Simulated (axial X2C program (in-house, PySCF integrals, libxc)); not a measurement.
# SO: computed against measured constants

All values were computed with an axial X2C code built on PySCF integrals. Spin-free means the one-electron spin-free X2C Hamiltonian; two-component (2c) means X2C with spin–orbit coupling and atomic mean-field two-electron Coulomb and Gaunt terms, so the difference of the two also holds small scalar two-electron terms. Basis: S dyall-av3z [9s8p3d2f], O dyall-av3z [7s6p3d2f] (cores contracted in-house); Gaussian nuclei, density fitting, unrestricted open shells. Masses: S 31.972 u, O 15.995 u.

```json
{"Hamiltonian": "spin-free", "level": "PBE0", "Re (Å)": "1.489", "ωe (cm⁻¹)": "1188.8", "ωexe (cm⁻¹)": "5.34", "De (eV)": "5.34"}
{"Hamiltonian": "spin-free", "level": "HF", "Re (Å)": "1.452", "ωe (cm⁻¹)": "1331.7", "ωexe (cm⁻¹)": "4.86", "De (eV)": "2.26"}
{"Hamiltonian": "spin-free", "level": "CCSD", "Re (Å)": "1.491", "ωe (cm⁻¹)": "1179.4", "ωexe (cm⁻¹)": "5.54", "De (eV)": "4.77"}
{"Hamiltonian": "spin-free", "level": "CCSD(T)", "Re (Å)": "1.502", "ωe (cm⁻¹)": "1135.5", "ωexe (cm⁻¹)": "5.57", "De (eV)": "5.05"}
{"Hamiltonian": "spin-free", "level": "PBE50", "Re (Å)": "1.467", "ωe (cm⁻¹)": "1270.2", "ωexe (cm⁻¹)": "5.23", "De (eV)": "4.79"}
{"Hamiltonian": "2c", "level": "PBE0", "Re (Å)": "1.489", "ωe (cm⁻¹)": "1188.6", "ωexe (cm⁻¹)": "5.34", "De (eV)": "5.35"}
{"Hamiltonian": "2c", "level": "PBE50", "Re (Å)": "1.467", "ωe (cm⁻¹)": "1270.0", "ωexe (cm⁻¹)": "5.23", "De (eV)": "4.79"}
```

De refers to S + O.

Correlated methods: 12 electrons correlated (number of frozen shells: S 2 s, 1 p; O 1 s), 196 virtual spin orbitals or spinors in MP2, 90 natural virtuals in coupled cluster.

Measured (Huber and Herzberg, Constants of Diatomic Molecules, 1979; state 3Σ-): Re (Å) 1.48109, ωe (cm⁻¹) 1149.22, ωexe (cm⁻¹) 5.63.

Work out the error of each level, computed minus measured.



| Hamiltonian | level | Re (Å) | ωe (cm⁻¹) | ωexe (cm⁻¹) |
| --- | --- | --- | --- | --- |
| spin-free | PBE0 | 0.008 | 39.6 | -0.29 |
| spin-free | HF | -0.029 | 182.5 | -0.77 |
| spin-free | CCSD | 0.010 | 30.2 | -0.09 |
| spin-free | CCSD(T) | 0.021 | -13.7 | -0.06 |
| spin-free | PBE50 | -0.014 | 121.0 | -0.40 |
| 2c | PBE0 | 0.008 | 39.4 | -0.29 |
| 2c | PBE50 | -0.014 | 120.8 | -0.40 |

The state is a single determinant with fixed occupations, the lowest that a limited PBE0 search found. De is counted from the lowest determinant-based energies of the atoms at the same level, without counterpoise correction. Density functionals use the spin component along the axis (collinear). CCSD and (T) use frozen natural virtuals with an MP2 correction for the truncation; (T) itself is uncorrected, so its De runs slightly low. A 2c atom that is not at its ground J level misses part of its spin–orbit lowering, and De is too large by that part (0.04 eV or less for light atoms). This holds for PBE0, PBE50. PBE0 can misorder states that lie within some tenths of an eV, so this need not be the ground state of the molecule. The nearest other spin-free determinant of the search, M_S = 0, Λ = 2, lies 0.91 eV up at the distance of the search. The functionals have no current-density term, which raises determinants with orbital currents, atoms included. With several unpaired electrons one determinant need not be a pure state. Open-shell Ω = 0 determinants with evenly filled partner blocks cannot be reached by this program, so the Ω shown need not be the lowest component. This is the Ω = 1 component of a π² triplet; the 0⁺ component is not one determinant and can lie lowest. The determinant is spin-polarised beyond a pure state at some levels (its spin-free form has ⟨S²⟩ too high), which makes Re and μ there less reliable. The stretched end of a curve changes character and is left out.
